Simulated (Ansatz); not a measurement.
Input file:

```yaml
crystal:
  periodic: [false, false, false]
  atoms:
    - {symbol: Si, position_ang: [0.000000, 0.000000, 0.575410]}
    - {symbol: B, position_ang: [0.000000, 0.000000, -1.179590]}
    - {symbol: H, position_ang: [0.000000, -1.075954, -1.690641]}
    - {symbol: H, position_ang: [0.000000, 1.075954, -1.690641]}
basis:
  gaussian: {orbitals: 6-31G}
magnetization: {spin_polarized: true, initial_magnetization: 3}
correlation: {method: ccsdtq, electrons: outside_noble_gas}
```

```sh
$ ansatz run in.yaml --threads 2 --pin off --events-out ev --progress --plain --max-ram 24576MiB --backend cuda --devices 0, --max-vram 18GiB
```

Log:

```
564 factors; integrals over basis functions are off by at most 1.4e-7 eV
mean field evaluation 1: about -8559.4661 eV, gradient 7.4e0 eV
mean field evaluation 2: about -8559.4693 eV, gradient 7.4e0 eV
mean field evaluation 4: about -8560.3732 eV, gradient 1.5e0 eV
mean field evaluation 8: about -8560.5544 eV, gradient 8.1e-2 eV
mean field evaluation 16: about -8560.1638 eV, gradient 2.8e0 eV
mean field evaluation 32: about -8557.7983 eV, gradient 1.5e-3 eV
mean field -8560.55484904 eV, -314.5945881497 hartree, gradient 2.5e-6 eV, S^2 3.751335; 1 other end points of the search recorded, 0 dependent functions left out
determinant -8560.55484904 eV, -314.5945881497 hartree, with singles and doubles -8563.15789042 eV, -314.6902481559 hartree
determinant -8557.79831035 eV, -314.4932872215 hartree, with singles and doubles -8560.44760395 eV, -314.5906469654 hartree
6 core orbitals not correlated: weight in the atoms' cores, before any rotation towards them, 1.000 or more for the frozen orbitals, at most 0.000 for the correlated occupied ones
reference -8560.55484904 eV, -314.5945881497 hartree; 6, 3 occupied and 14, 17 virtual orbitals, 564 factors
second order -1.98091676 eV of doubles, -0.00000000 eV of singles
cycle   1  -2.36762174 eV  change   -3.9e-1 eV  update   6.3e-2
cycle   2  -2.62499742 eV  change   -2.6e-1 eV  update   3.4e-2
cycle   3  -2.66817827 eV  change   -4.3e-2 eV  update   1.9e-2
cycle   4  -2.68613445 eV  change   -1.8e-2 eV  update   1.1e-2
cycle   5  -2.68601559 eV  change    1.2e-4 eV  update   3.0e-3
cycle   6  -2.68522524 eV  change    7.9e-4 eV  update   1.1e-3
cycle   7  -2.68511755 eV  change    1.1e-4 eV  update   4.5e-4
cycle   8  -2.68531744 eV  change   -2.0e-4 eV  update   1.8e-4
cycle   9  -2.68538921 eV  change   -7.2e-5 eV  update   8.6e-5
cycle  10  -2.68537620 eV  change    1.3e-5 eV  update   3.2e-5
cycle  11  -2.68538206 eV  change   -5.9e-6 eV  update   1.3e-5
cycle  12  -2.68538593 eV  change   -3.9e-6 eV  update   5.8e-6
cycle  13  -2.68538909 eV  change   -3.2e-6 eV  update   2.3e-6
cycle  14  -2.68538973 eV  change   -6.4e-7 eV  update   8.6e-7
Total energy: -8563.24023877 eV, -314.6932744021 hartree
```

For the same geometry and basis full CI lies 0.0 meV higher.

Ran on 2 threads of AMD EPYC 7R13 with a shared H100 80 GB, shared host: 16 s wall, 0.83 GiB peak host memory.
